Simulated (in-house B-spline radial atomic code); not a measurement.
## RPA and G0W0 on LDA VWN5: neutral argon

Configuration [Ne] 3s2 3p6, mean-field start LDA VWN5. Computed with an all-electron radial atomic-structure program (B-spline basis): all electrons, non-relativistic, point nucleus, each spin shell either full or empty, empty states to l = 9 with an (l + 1/2)⁻⁴ tail; G0W0 by contour deformation at full frequency.

Command:
```bash
python run_gw.py task.json out
```
Settings (radii: box in bohr, nucleus in fm):
```
Z                        18
electrons                18
configuration            [Ne] 3s2 3p6
hamiltonian              nr
method                   lda,vwn
lmax                     9
spin_polarised           False
box_radius               40
intervals                53
```

Cost of the run: 0.7 s on 1 thread of Intel(R) Xeon(R) 6975P-C, on a shared host.

Energies (hartree):

```tsv
term	value
mean-field total	-525.94619
Hartree-Fock functional on these orbitals	-526.79702
direct second order	-1.3188
second-order exchange	0.4448
SOSEX correction	0.3951
```

What is the RPA correlation energy, and what remains with SOSEX?

RPA gives -1.112 hartree (-1.68 eV per electron); RPA + SOSEX gives -0.71688, and the second-order doubles -0.87401 hartree (no singles). RPA lacks exchange-type terms and so overcorrelates at short range.

Quasi-particle levels (eV):

```tsv
level	occupied	mean field	Σx - vxc	Σc	QP weight	G0W0
3p	yes	-10.404	-5.68	?	?	?
```

G0W0 = mean field + (Σx - vxc) + Σc, with Σc (partial-wave tail included) taken at the quasi-particle energy. Only the outer levels were computed. Levels of low weight are left out.

Where does G0W0 put 3p?

At -15.493 eV, with Σc = 0.59 eV and a quasi-particle weight of 0.840. The tabulated removal energy is 15.760 eV (NIST, measured); the calculation leaves out relativity, Breit and QED terms, and what these don't explain is the method's own error.
